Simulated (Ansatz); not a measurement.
**N2H3 (quartet): the correlation ladder at distance N1–H4 along a hydrogen transfer = 1.139 Å, cc-pVDZ**

How much of the correlation energy of N2H3 (quartet) does each wave-function method recover here?

The runs use Ansatz 0.2.0, Gaussian basis; cc-pVDZ, core rule «outside noble gas», up to 2 orbitals frozen.

Plan: UHF; CCSD(T) on ROHF; CCSD(T) on UHF; BCCD(T) on ROHF; CISD; CCSDT(Q) on ROHF; CCSDT(Q) on UHF; CASSCF and MRCISD+Q, 5 electrons in 5 orbitals; CASSCF and NEVPT2, 5 electrons in 5 orbitals; CASSCF and NEVPT2, 13 electrons in 11 orbitals.

7 further runs of the same task are left out: 6 that didn't finish, 1 set aside as unsound or not needed.

## (1) The system

The geometry derives from fragments relaxed apart (PBE0/def2-TZVP) and kept rigid, so it is no stationary point. A hydrogen atom is moved between rigid fragments.

5 atoms, charge 0, spin multiplicity 4.

Atoms are counted from 1 here; the program's logs count them from 0.

Bond lengths: N1–H2 1.012 Å, N1–H3 1.012 Å, N1–H4 1.139 Å, H4–N5 1.209 Å. Angles: H2–N1–H3 107.1°, H2–N1–H4 107.1°, H3–N1–H4 107.1°, N1–H4–N5 180.0°.

Coordinates:

```xyz
5

N    -1.0773   -0.0184   -0.0286
H    -1.3746    0.9495   -0.0286
H    -1.3746   -0.4207    0.8517
H     0.0617   -0.0184   -0.0286
N     1.2707   -0.0184   -0.0286
```

## (2) UHF

The input, in.yaml:

```yaml
crystal:
  periodic: [false, false, false]
  atoms:
    - {symbol: N, position_ang: [-1.077303, -0.018366, -0.028586]}
    - {symbol: H, position_ang: [-1.374583, 0.949467, -0.028586]}
    - {symbol: H, position_ang: [-1.374582, -0.420665, 0.851673]}
    - {symbol: H, position_ang: [0.061697, -0.018366, -0.028587]}
    - {symbol: N, position_ang: [1.270697, -0.018365, -0.028587]}
basis:
  gaussian: {orbitals: cc-pVDZ}
magnetization: {spin_polarized: true, initial_magnetization: 3}
hamiltonian: {xc: hf}
output: {orbitals: {seedname: orbitals}}
```

The run is started by

```sh
ansatz run in.yaml --threads 1 --pin off --events-out ev --progress --plain --max-ram 2393MiB
```

Further steps of the session: CCSD(T) on ROHF; CCSD(T) on UHF; BCCD(T) on ROHF; CISD; CCSDT(Q) on ROHF; CCSDT(Q) on UHF; CASSCF and MRCISD+Q, 5 electrons in 5 orbitals; CASSCF and NEVPT2, 5 electrons in 5 orbitals; CASSCF and NEVPT2, 13 electrons in 11 orbitals.

Before running them: what should the planned runs give, taken together? Wanted: UCCSDT(Q) below the RHF energy; RMP2 from UCCSDT(Q); UMP2 from UCCSDT(Q); RCCSD from UCCSDT(Q); RCCSD(T) from UCCSDT(Q); UCCSD(T) from UCCSDT(Q); RCCSDT(Q) from UCCSDT(Q); NEVPT2 pair from UCCSDT(Q); MRCISD+Q pair from UCCSDT(Q).

As calculated:

| quantity | value |
| --- | --- |
| UCCSDT(Q) below the RHF energy | -8.8485 eV |
| RMP2 from UCCSDT(Q) | +1108.5 meV |
| UMP2 from UCCSDT(Q) | +1108.2 meV |
| RCCSD from UCCSDT(Q) | +221.2 meV |
| RCCSD(T) from UCCSDT(Q) | +35.3 meV |
| UCCSD(T) from UCCSDT(Q) | +33.8 meV |
| RCCSDT(Q) from UCCSDT(Q) | +2.1 meV |
| NEVPT2 pair from UCCSDT(Q) | +1089.2 meV |
| MRCISD+Q pair from UCCSDT(Q) | +92.5 meV |
| NEVPT2 valence from UCCSDT(Q) | +1217.7 meV |
| levels within 1 kcal/mol (43 meV) | RCCSD(T), UCCSD(T), BCCD(T), RCCSDT, UCCSDT, RCCSDT(Q) |
| T1 diagnostic | 0.030 |
| effectively unpaired electrons | 3.01 |

**Reading.** RCCSD(T) misses by +35.3 meV, 0.4 % of the correlation energy. One determinant dominates. Of the multireference levels listed MRCISD+Q pair comes nearest in total energy (+92.5 meV), which doesn't show that its space is the better one. These misses are within one basis, not against nature; the frozen cores of restricted and unrestricted runs differ, which can shift their rows.
